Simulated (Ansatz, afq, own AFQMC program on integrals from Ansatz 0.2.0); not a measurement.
Two steps: Ansatz 0.2.0 writes the Fock matrix and Cholesky factors of the valence space, and afq projects on them the lowest state that overlaps trial and start.

```yaml
crystal:
  periodic: [false, false, false]
  atoms:
    - {symbol: Cl, position_ang: [0.000000, 0.000000, -1.798000]}
    - {symbol: H, position_ang: [0.000000, 0.000000, 0.025000]}
    - {symbol: Br, position_ang: [0.000000, 0.000000, 1.773000]}
basis:
  gaussian: {orbitals: cc-pVTZ}
magnetization: {spin_polarized: true, initial_magnetization: 1}
correlation: {method: ccsd_t, electrons: outside_noble_gas, hamiltonian_folder: ham}
```

```sh
$ ansatz run in.yaml --threads 1 --pin off --events-out ev --progress --plain --max-ram 16896MiB --backend cuda --devices 0, --max-vram 18GiB
```

afq runs on the folder ham with

```
--method phaseless --trial cisd --walkers 2500 --populations 20 --least-time 60 --time-step 0.005 --steps-per-block 50 --equilibration-blocks 28 --max-blocks 4000 --target-error 0.00023 --factor-cut 1e-05 --start spin_pure --seed 6494 --release-times 0.24,0.51,0.99,1.5 --release-step 0.03 --release-every 4 --taylor-order 6
```

Times are imaginary, in 1/Eh. The walk had a cap of 244 s. With eight or more populations the least sampling time is a fifth of least-time, and the error comes from their spread. Filled inner d shells are frozen with the cores.

Output of the walk:

```
orbitals 72  electrons 8 7  factors 483 of 555
reference energy -3032.49349376 Eh
CCSD correlation -0.38607232 Eh in 12 cycles, weight of the determinant in the CISD state 0.8364
energy of the start -3032.869683 Eh
 block  time / (1/Eh)  mean weight  energy / Eh
     1     0.250  1.0004  -3032.867825
     2     0.500  0.9997  -3032.875460
     3     0.750  0.9998  -3032.882026
     4     1.000  0.9994  -3032.886518
     5     1.250  1.0001  -3032.890007
     8     2.000  1.0004  -3032.894847
    11     2.750  1.0004  -3032.894508
    14     3.500  0.9999  -3032.895332
    17     4.250  1.0001  -3032.896037
    20     5.000  0.9999  -3032.894907
    23     5.750  0.9998  -3032.894244
    26     6.500  0.9999  -3032.895816
    29     7.250  1.0003  -3032.895676
    32     8.000  0.9999  -3032.895704
    35     8.750  0.9997  -3032.895392
    37     9.250  0.9999  -3032.897962
    38     9.500  0.9997  -3032.896295
    41    10.250  1.0004  -3032.896432
    44    11.000  0.9994  -3032.896122
    47    11.750  1.0005  -3032.896785
    50    12.500  1.0001  -3032.895536
    53    13.250  0.9995  -3032.896358
    56    14.000  0.9995  -3032.896602
    59    14.750  0.9999  -3032.895804
    62    15.500  1.0001  -3032.895919
    63    15.750  1.0000  -3032.894209
    65    16.250  0.9995  -3032.895371
    68    17.000  1.0002  -3032.894726
    71    17.750  1.0002  -3032.895151
    74    18.500  1.0001  -3032.896377
    77    19.250  0.9997  -3032.894427
    78    19.500  0.9999  -3032.896765
error from the spread of 20 populations
released: time / (1/Eh)  energy / Eh  error  mean overlap
  0.24  -3032.895999  0.000203  1.0025
  0.51  -3032.896215  0.000216  0.9979
  0.99  -3032.896792  0.000328  0.9862
  1.50  -3032.897403  0.000318  0.9779
energy -3032.895784 +/- 0.000169 Eh
(rows thinned)
```

The run passed its tests (sampling time, drift between the halves within three errors, error under three times the target), which doesn't prove that it has relaxed.

Against this walk (error 4.6 meV) on the same determinant: CCSD(T) 37.1 meV higher, CCSDT(Q) 24.7 meV lower. The error is statistical and leaves out the bias of the constraint. The determinant has ⟨S²⟩ = 0.88, so the low cluster orders mix in higher spin (the high orders can go on to a lower state of that spin), while the walk starts as a pure doublet. The released energies are still falling (meV from the phaseless value at times in 1/Eh: -6 ± 6 at 0.24, -12 ± 6 at 0.51, -27 ± 9 at 0.99, -44 ± 9 at 1.50), so they give no level; they do show a bias of the constraint, and the last of them that isn't too noisy lies 19 meV below CCSDT(Q). CCSDT(Q) is the surest value here, so the walk's 25 meV above it is most likely the bias of the constraint with this trial, which can have either sign.

Cautions: constraint bias not in the error; no relativity below Rb; no spin-orbit coupling; inner d shell frozen; unrestricted determinant spin contaminated (⟨S²⟩ 0.88 against 0.75).

The walk took 2.4 min on 1 × NVIDIA H100 80GB HBM3 with 2 threads of AMD EPYC 7R13 Processor (Zen 3), with other jobs on the host (the card was shared). The log's last line is the phaseless energy.

CCSDT and higher add their correlation energy to the determinant of the CCSD(T) run, since their own runs factorise the integrals more tightly (a shift of under 2 meV). A walk keeps the symmetry of its determinant, which the program's search chose and which needn't be the lowest solution, so a lower state of the same spin and another symmetry isn't excluded.
